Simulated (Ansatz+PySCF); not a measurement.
Results of a calculation; reference values are marked as such.
A run of PySCF 2.14.0 on doublet C₃(+) at this shape:

```xyz
3

C     0.0000    0.0000    0.0000
C     0.9935    0.0000    1.5010
C    -0.9935    0.0000    1.5010
```

Its results:

```yaml
Converged: yes
Reference_energy: -112.65566 hartree
CCSD_correlation_energy: -0.32197 hartree
Triples_correction: -0.03949 hartree
Total_energy: -113.01712 hartree
Spin_squared_of_the_determinant: 0.953
```

Task: Which input gives this output? Name the method, the orbitals and the basis set, and write the input.

Result: UHF-CCSD(T) in 6-31G.

```python
from pyscf import gto, scf, cc

mol = gto.M(atom="""
C 0.000000 0.000000 0.000000
C 0.993490 0.000000 1.500990
C -0.993490 0.000000 1.500990
""", basis='6-31g', charge=1, spin=1)
mf = scf.UHF(mol)
mf.kernel()
mycc = cc.CCSD(mf, frozen=3).run()
et = mycc.ccsd_t()
print(mf.e_tot, mycc.e_corr, et, mycc.e_tot + et)
```

The reference isn't the lowest determinant (another lies 2.63 eV lower), but the same method gives a higher total on the lower determinant. Caution: large share of triples, a single reference is doubtful; the unrestricted determinant is spin contaminated; another reference gives a lower total.
